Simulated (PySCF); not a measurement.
Coordinates in bohr (charge 0 multiplicity 1):
```
Si    0.0000    0.0000    0.0000
O     0.0000    0.0000    2.8539
O     0.0000    0.0000   -2.8539
```

These are results of PySCF, B3LYP, basis Si def2-TZVP, O def2-TZVP (no relativity, density fitting), not measurements.

This geometry of SiO₂ is a stationary point at this level.

Question: What is the point group?

Answer: D∞h.

Question: Is it a minimum?

Answer: Yes: all harmonic wavenumbers are real.

Question: List the harmonic modes with their infrared intensities.

Answer: 
```
symmetry  ω (cm⁻¹)  IR (km/mol, summed over degenerate members)     type
      πu       292                                          160     bend
     σg+       999                                          0.0  stretch
     σu+      1449                                         90.2  stretch
```

Question: Give the ideal-gas entropy at 298.15 K and 1 bar by parts.

Answer: translation 159.9, rotation 59.1, vibration 12.7, spin 0.0; total 231.7 J/(mol K).

In D∞h the vibrations span πu + σg+ + σu+. The σg+ mode carries no infrared intensity, as symmetry demands. With a centre of inversion only u modes can be infrared active and only g modes Raman active.
